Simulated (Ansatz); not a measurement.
**Isomers of C5H8**

2 of its isomers, all singlets with charge 0: A = 1,4-pentadiene `C=CCC=C`; B = 3-methylbut-1-yne `C#CC(C)C`.

Shapes, held fixed at every level: PBE0-D4/def2-TZVP. Flexible molecules stand in one conformer, not always the lowest. Programs: Ansatz 0.2.0.

A:

```xyz
13

C    -0.9143    1.6009   -1.4745
C     0.0311    0.8768   -0.8934
C    -0.1541   -0.5146   -0.3709
C     0.0629   -0.5863    1.1093
C     1.0115   -1.2956    1.7034
H    -1.9160    1.2092   -1.6237
H    -0.7226    2.6083   -1.8254
H     1.0222    1.3041   -0.7543
H    -1.1668   -0.8552   -0.6146
H     0.5474   -1.1943   -0.8676
H    -0.6139    0.0139    1.7142
H     1.7083   -1.9005    1.1309
H     1.1248   -1.3014    2.7813
```

B:

```xyz
13

C    -1.2081    1.7377   -1.3498
C    -0.4697    0.9449   -0.8317
C     0.4086   -0.0235   -0.1862
C     0.6614    0.3584    1.2718
C    -0.1600   -1.4371   -0.3044
H    -1.8589    2.4412   -1.8120
H     1.3683    0.0038   -0.7175
H     1.3538   -0.3505    1.7317
H    -0.2729    0.3425    1.8375
H     1.0874    1.3597    1.3492
H    -0.3181   -1.7128   -1.3479
H    -1.1189   -1.5068    0.2140
H     0.5271   -2.1577    0.1454
```

Electronic energies in kJ/mol, without zero-point or thermal terms.

From chemical knowledge, estimate the order of stability.

A < B in rising energy, over a span of 35 kJ/mol, by CCSD(T)/CBS estimate. All levels agree on that. The B − A difference spans +20.1 to +42.5 kJ/mol over the levels. The CBS estimate extrapolates MP2 from def2-TZVPP and def2-QZVPP and adds CCSD(T) − MP2 in the triple-zeta set, cores frozen.

```
               level                    kind  B − A
       HF/def2-TZVPP            Hartree–Fock  +42.5
r2SCAN-D4/def2-TZVPP                meta-GGA  +41.1
  wB97M-V/def2-TZVPP  range-separated hybrid  +37.0
      MP2/def2-TZVPP     perturbation theory  +20.1
    CCSD(T)/def2-SVP   coupled cluster or CI  +36.3
       CCSD/def2-SVP   coupled cluster or CI  +35.6
  CCSD(T)/def2-TZVPP   coupled cluster or CI  +35.3
CCSD(T)/CBS estimate   coupled cluster or CI  +35.2
```
